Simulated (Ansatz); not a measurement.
# Redistribution: C4H9NO + C4H8O → C4H8O2 + C4H9N

Species: C4H9NO (butyramide) `CCCC(N)=O`, singlet; C4H8O (cyclobutanol) `OC1CCC1`, singlet; C4H8O2 (butyric acid) `CCCC(=O)O`, singlet; C4H9N `NC1CCC1`, singlet. The partners trade NH2 for OH; both sit on C, so the bond types are kept.

Shapes, held fixed at every level: PBE0-D4/def2-TZVP. Flexible molecules stand in one conformer, not always the lowest. Programs: Ansatz 0.2.0. Electronic energies: no zero-point or thermal term.

Task: Estimate ΔE of this reaction.

Result: The highest level, CCSD(T)/CBS estimate, gives ΔE = -6.4 kJ/mol; the levels span -8.9 to -1.3. The column of differences is taken from that level and isn't an error. No measured value is set beside it here. The CBS estimate extrapolates MP2 from def2-TZVPP and def2-QZVPP and adds CCSD(T) − MP2 in the triple-zeta set, cores frozen.

```tsv
level	kind	ΔE (kJ/mol)	less CCSD(T)/CBS estimate
r2SCAN-D4/def2-TZVPP	meta-GGA	-1.3	+5.1
PBE0-D4/def2-TZVPP	global hybrid	-2.2	+4.2
wB97M-V/def2-TZVPP	range-separated hybrid	-5.0	+1.4
MP2/def2-TZVPP	perturbation theory	-8.9	-2.5
CCSD(T)/def2-TZVPP	coupled cluster or CI	-8.5	-2.1
CCSD/def2-TZVPP	coupled cluster or CI	-7.7	-1.3
CCSD(T)/CBS estimate	coupled cluster or CI	-6.4	0.0
```
